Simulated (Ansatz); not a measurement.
Input file:

```yaml
crystal:
  periodic: [false, false, false]
  atoms:
    - {symbol: Al, position_ang: [0.000000, 0.000000, 0.042033]}
    - {symbol: C, position_ang: [0.000000, 0.000000, -1.684967]}
    - {symbol: H, position_ang: [0.000000, 0.000000, 1.642933]}
basis:
  gaussian: {orbitals: cc-pVDZ}
magnetization: {spin_polarized: false, initial_magnetization: 2}
correlation: {method: fci, electrons: outside_noble_gas}
```

```sh
$ ansatz run in.yaml --threads 2 --pin off --events-out ev --progress --plain --max-ram 31488MiB --backend cuda --devices 0, --max-vram 37GiB
```

Output:

```
667 factors; integrals over basis functions are off by at most 1.2e-7 eV
mean field evaluation 1: about -7622.5894 eV, gradient 1.3e1 eV
mean field evaluation 2: about -7622.5912 eV, gradient 1.3e1 eV
mean field evaluation 4: about -7623.3875 eV, gradient 2.8e0 eV
mean field evaluation 8: about -7623.4289 eV, gradient 2.2e-3 eV
mean field evaluation 16: about -7623.1782 eV, gradient 1.1e-5 eV
mean field evaluation 32: about -7623.1786 eV, gradient 1.9e-1 eV
mean field evaluation 64: about -7623.3901 eV, gradient 2.4e0 eV
mean field evaluation 96: about -7623.1758 eV, gradient 2.3e-2 eV
mean field -7623.42889434 eV, -280.1558445215 hartree, gradient 1.6e-6 eV, S^2 2.000000; 10 other end points of the search recorded, 0 dependent functions left out
mean field evaluation 128: about -7623.6456 eV, gradient 2.1e-2 eV
determinant -7623.42889434 eV, -280.1558445215 hartree, with singles and doubles -7628.13264215 eV, -280.3287040649 hartree
determinant -7623.17820306 eV, -280.1466317869 hartree, with singles and doubles -7627.96353210 eV, -280.3224893853 hartree
determinant -7623.42889434 eV, -280.1558445215 hartree, with singles and doubles -7628.13399999 eV, -280.3287539647 hartree
determinant -7623.17820306 eV, -280.1466317869 hartree, with singles and doubles -7627.96519512 eV, -280.3225505002 hartree
6 core orbitals not correlated: weight in the atoms' cores, before any rotation towards them, 1.000 or more for the frozen orbitals, at most 0.000 for the correlated occupied ones
reference -7623.42889434 eV, -280.1558445215 hartree; 5, 3 occupied and 26, 28 virtual orbitals, 667 factors
state -7628.38833267 eV, -280.3381005182 hartree
Total energy: -7628.38833267 eV, -280.3381005182 hartree
```

Natural occupations: 1.9548 1.9429 1.8920 0.9746 0.9746 0.0803 0.0416 0.0416 0.0148 0.0118 0.0092 0.0092 0.0081 0.0068 0.0058 0.0058 0.0055 0.0055 0.0023 0.0021 0.0021 0.0017 0.0017 0.0011.

Ran on 2 threads of AMD EPYC 7R13 with a shared H100 80 GB, shared host: 92 s wall, 0.85 GiB peak host memory.
